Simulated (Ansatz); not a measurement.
Born–Oppenheimer molecular dynamics of H$_{4}$OSi (6 atoms, charge 0, multiplicity 1). It starts from a rough guess of a transition structure, not a stationary point.

Theory: UKS B3LYP/6-31G* (Ansatz 0.2.0).

```
ensemble                      : NVE (velocity Verlet)
time step                     : 0.5 fs
steps asked                   : 150
starting velocities drawn for : 1000 K
seed                          : 722230
```

First frame:

```xyz
6
Properties=species:S:1:pos:R:3
Si -0.216 -0.213 0.412
H 0.008 0.872 -1.103
O 1.218 -0.553 -0.085
H 0.808 0.325 -0.932
H -1.353 -1.081 0.152
H -0.465 0.649 1.556
```

(1) How far do the bonds stretch over the last three quarters of this one trajectory? (Pairs bonded in most of those frames.)

Results:

(1) 
| bond | mean (Å) | spread (Å) | shortest | longest |
| --- | --- | --- | --- | --- |
| Si1–H2 | 1.592 | 0.130 | 1.36 | 1.82 |
| Si1–O3 | 1.782 | 0.134 | 1.53 | 1.93 |
| Si1–H5 | 1.523 | 0.073 | 1.37 | 1.66 |
| Si1–H6 | 1.513 | 0.056 | 1.40 | 1.61 |
| O3–H4 | 1.007 | 0.084 | 0.86 | 1.13 |

Mean temperature of the second half: 3953 K. The conserved energy stayed within 1.6 meV per atom of its start (net change 0.12 meV per atom), so the integration is sound. The kinetic energy rose, since the run started high on the potential surface and went downhill. A run of 0.075 ps of so small a system gives no equilibrium averages. The orbitals were unrestricted but ended closed-shell.

Run time: 100 s on 1 thread of Intel(R) Xeon(R) 6975P-C (Granite Rapids), on a shared host, peak memory 0.12 GiB.
